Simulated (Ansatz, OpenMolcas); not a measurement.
## Worked example: the enthalpy of formation of CH3NO (formamide)

The species is CH3NO (6 atoms), meant as a singlet with charge 0. As SMILES, `NC=O`. Geometry: relaxed at PBE0-D4/def2-TZVP. This is one conformer, not always the lowest.

Total energies at M06-2X/def2-TZVP (OpenMolcas 26.06); the atoms run unrestricted:

```
species    state  energy (Eh)
  CH3NO  singlet  -169.893452
      N  quartet   -54.587114
      C  triplet   -37.842507
      O  triplet   -75.066164
      H  doublet    -0.498139
```

Harmonic wavenumbers at PBE0-D4/def2-TZVP, in cm⁻¹: 243, 570, 650, 1050, 1063, 1287, 1420, 1620, 1832, 2957, 3611, 3752.

Measured heats of formation of the gaseous atoms at 298.15 K, in kJ/mol: N 472.4, C 716.9, O 249.2, H 218.0. Spin-orbit lowering of the atoms at 298 K (mean of the ground term's levels less their thermal mean, from spectra), in kJ/mol: C 0.02, O 0.40. Take 1 Eh = 2625.50 kJ/mol, 1 cm⁻¹ = 0.0119627 kJ/mol, RT = 2.479 kJ/mol.

Question: Work out the heat of formation of the gas at 298 K.

Answer: 
1. Electronic atomisation energy: (-54.587114) + (-37.842507) + (-75.066164) + 3 × (-0.498139) − (-169.893452) = 0.903250 Eh = 2371.5 kJ/mol.
2. Zero-point energy: half the sum of the wavenumbers, 10027.5 cm⁻¹ = 120.0 kJ/mol.
3. Thermal vibrational enthalpy, Σ hcν̃/(exp(hcν̃/kT) − 1): 2.3 kJ/mol. Translation, rotation and pV of a non-linear molecule: 4 RT = 9.9 kJ/mol.
4. The 6 free atoms carry 5/2 RT each: 37.2 kJ/mol.
5. Spin-orbit coupling lowers the free atoms by 0.02 + 0.40 = 0.4 kJ/mol.
6. Atomisation enthalpy at 298 K: 2371.5 − 0.4 − 120.0 − 2.3 − 9.9 + 37.2 = 2276.1 kJ/mol.
7. Sum of the atoms' heats of formation: 2092.5 kJ/mol. Heat of formation: 2092.5 − 2276.1 = -183.6 kJ/mol.

The tabulated value is -193.9 kJ/mol (CRC Handbook of Chemistry and Physics), so this level is off by +10.3 kJ/mol, or 0.5 % of the atomisation enthalpy. Anharmonicity and any spin-orbit splitting of the molecule are left out.
